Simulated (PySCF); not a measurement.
How well do the runs reproduce experiment for boron monofluoride?

**Measured values to compare with.**

NIST CCCBDB Release 22 (SRD 101), experimental dipoles lists, for the gas: dipole moment 0.5 ± 0.2 D.

Liu, Meijer, Perez-Rios, Phys. Chem. Chem. Phys. 22 (2020) 24191 lists, for the gas: dipole moment 0.5 D.

The runs below try to reproduce these values; the comparison stands at the end.

Species: boron monofluoride, BF (singlet state).
Numbering: `[B:1][F:2]`

Cartesian coordinates in Å at the PBE0-D3(BJ)/def2-SVP level; atoms count from 1:
```xyz
2
BF angstrom
B      0.6341   -0.0074   -0.0039
F     -0.6286    0.0099   -0.0244
```

Runs made with PySCF (gas phase, on this PBE0-D3(BJ)/def2-SVP geometry; no spin–orbit coupling):

| level | job | basis functions |
| --- | --- | --- |
| PBE0-D3(BJ)/def2-SVP, grid level 1 | geometry optimisation from a GFN2-xTB start | 28 |
| CAM-B3LYP/def2-SVPD | 10 singlets by full TDDFT, 4 Tamm–Dancoff triplets, polarisability, ΔSCF ions | 43 |
| BHandHLYP/def2-SVPD | 10 singlets by full TDDFT, 4 Tamm–Dancoff triplets, polarisability, ΔSCF ions | 43 |
| PBE0/def2-TZVP | 10 singlets by full TDDFT, 4 Tamm–Dancoff triplets, polarisability | 62 |
| PBE0/def2-TZVPD | 10 singlets by full TDDFT, 4 Tamm–Dancoff triplets, polarisability | 77 |
| BHandHLYP/aug-pcX-1 (pcseg-1 on H) | K-edge TDA, 16 lines | 66 |
| B3LYP/aug-cc-pVTZ-J | spin–spin couplings from 2 perturbed nuclei | 92 |
| B3LYP/pcJ-0 | spin–spin couplings from 2 perturbed nuclei | 26 |
| B97-2/pcJ-1 | spin–spin couplings from 2 perturbed nuclei | 54 |
| KT2/pcJ-1 | spin–spin couplings from 2 perturbed nuclei | 54 |
| PBE/pcJ-1 | spin–spin couplings from 2 perturbed nuclei | 54 |
| PBE0/pcJ-1 | spin–spin couplings from 2 perturbed nuclei | 54 |

Results beside the measurements:

**Dipole moment.** Measured: 0.5 D (NIST CCCBDB Release 22 (SRD 101), experimental dipoles) and 0.5 D (Liu, Meijer, Perez-Rios, Phys. Chem. Chem. Phys. 22 (2020) 24191). Differences are taken against the first.

```json
{"level": "PBE0-D3(BJ)/def2-SVP", "computed (D)": "1.20", "computed − measured (D)": "+0.70", "% (from the printed values)": "+140"}
{"level": "CAM-B3LYP/def2-SVPD", "computed (D)": "0.98", "computed − measured (D)": "+0.48", "% (from the printed values)": "+96"}
{"level": "BHandHLYP/def2-SVPD", "computed (D)": "0.92", "computed − measured (D)": "+0.42", "% (from the printed values)": "+84"}
{"level": "PBE0/def2-TZVP", "computed (D)": "1.01", "computed − measured (D)": "+0.51", "% (from the printed values)": "+102"}
{"level": "PBE0/def2-TZVPD", "computed (D)": "1.00", "computed − measured (D)": "+0.50", "% (from the printed values)": "+100"}
{"level": "BHandHLYP/aug-pcX-1", "computed (D)": "0.88", "computed − measured (D)": "+0.38", "% (from the printed values)": "+76"}
{"level": "B3LYP/aug-cc-pVTZ-J", "computed (D)": "0.97", "computed − measured (D)": "+0.47", "% (from the printed values)": "+94"}
{"level": "B3LYP/pcJ-0", "computed (D)": "0.80", "computed − measured (D)": "+0.30", "% (from the printed values)": "+60"}
{"level": "B97-2/pcJ-1", "computed (D)": "1.00", "computed − measured (D)": "+0.50", "% (from the printed values)": "+100"}
{"level": "KT2/pcJ-1", "computed (D)": "0.95", "computed − measured (D)": "+0.45", "% (from the printed values)": "+90"}
{"level": "PBE/pcJ-1", "computed (D)": "1.11", "computed − measured (D)": "+0.61", "% (from the printed values)": "+122"}
{"level": "PBE0/pcJ-1", "computed (D)": "1.01", "computed − measured (D)": "+0.51", "% (from the printed values)": "+102"}
```

12 of the 37 levels run are shown, the closest and the furthest among them. All 37 levels lie above the measurement. The computed dipoles belong to one fixed geometry; measured ones are averaged over vibrations unless marked μe. Magnitudes are compared, not signs.

No measured geometry was used, and the causes of the misses weren't examined.
